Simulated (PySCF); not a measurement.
C6H7 (doublet state).
Geometry (GFN2-xTB, Å), atoms numbered from 1 in this order:
```
atom  x, y, z in Å
C1     2.2307    0.7866    0.1756
C2     2.1106   -0.5473   -0.0322
C3     0.8940   -1.2387   -0.1211
C4    -0.3421   -0.6341   -0.0083
C5    -1.4327   -0.1121    0.0882
C6    -2.7305    0.5071    0.2039
H7     1.3601    1.4099    0.2854
H8     3.1928    1.2620    0.2366
H9     3.0105   -1.1408   -0.1385
H10    0.9046   -2.3070   -0.2888
H11   -2.8318    0.9868    1.1789
H12   -3.5173   -0.2393    0.0933
H13   -2.8532    1.2672   -0.5695
```

The hyperfine couplings belong to this conformer and change with its torsions.

Identity: `C(/C=C\[CH2])#CC` [radical].

The calculation used PySCF, UKS B3LYP, pcH-1 on C H, non-relativistic, mean-field spin-orbit, GIAO. Isolated species at its GFN2-xTB geometry (one conformer only). Couplings are sensitive to structure, and on GFN2-xTB geometries they can be far from those on DFT ones. Stability of the SCF solution: not tested. ⟨S²⟩ is 0.781 where a pure state has 0.75.

Question: Match the computed a_iso(13C) values +52.4, -46.7, -43.7, +43.2, +27.9, -12.4 MHz with the sites C1; C2; C3; C4; C5; C6.

Answer: 
| site | a_iso (MHz) | ρ(0) (bohr⁻³) | position | distance from C3 (Å) | spin population | largest \|T\| (MHz) |
| --- | --- | --- | --- | --- | --- | --- |
| C1 | +43.2 | +0.0385 | a main spin site | 2.44 | +0.55 | 80.8 |
| C2 | -43.7 | -0.0389 | 1 bond from C1 | 1.40 | -0.24 | 26.8 |
| C3 | +52.4 | +0.0466 | largest spin population | 0.00 | +0.60 | 94.3 |
| C4 | -46.7 | -0.0415 | 1 bond from C3 | 1.38 | -0.18 | 15.2 |
| C5 | +27.9 | +0.0248 | 2 bonds from C3 | 2.59 | +0.33 | 50.0 |
| C6 | -12.4 | -0.0110 | 3 bonds from C3 | 4.04 | -0.03 | 0.8 |

ρ(0) is the spin density at the nucleus and T the dipolar tensor; entries for several nuclei are means. The Mulliken spin populations are largest on C3 (+0.60), C1 (+0.55), C5 (+0.33) and C2 (-0.24). Three atoms exceed +0.15. The positive populations add up to 1.52 and the negative ones to -0.52, together 2S = 1. The angles at C3 add up to 360.0°, so it is planar. Main spin sites, with 60 % or more of the largest population: C1, C3; positions count bonds from the nearest.

β density exceeds α density at some nuclei, such as C4 (-0.0415), C2 (-0.0389) and C6 (-0.0110), spin density in bohr⁻³. In a single determinant that takes different orbitals for the two spins, that is spin polarisation.

Class means assume fast exchange of nuclei equivalent by connectivity; if that motion is slow, each nucleus keeps its own coupling. H7 and H8 aren't averaged: C1 is flat or nearly so (angle sum 360°), and its turn about the short C1–C2 bond (1.36 Å) is taken as slow. The three 1H nuclei of mean +28.0 MHz run from 4.2 to 40.1 MHz in the frozen geometry.

The SMILES `[CH2]/C=C\C#CC` draws the unpaired electron on C1, whose computed spin population is only +0.55.

Time: 50 s (grids of density and orbitals included); peak memory 0.76 GiB. Hardware: one thread, Arm Neoverse N1 (aarch64), on a shared host.
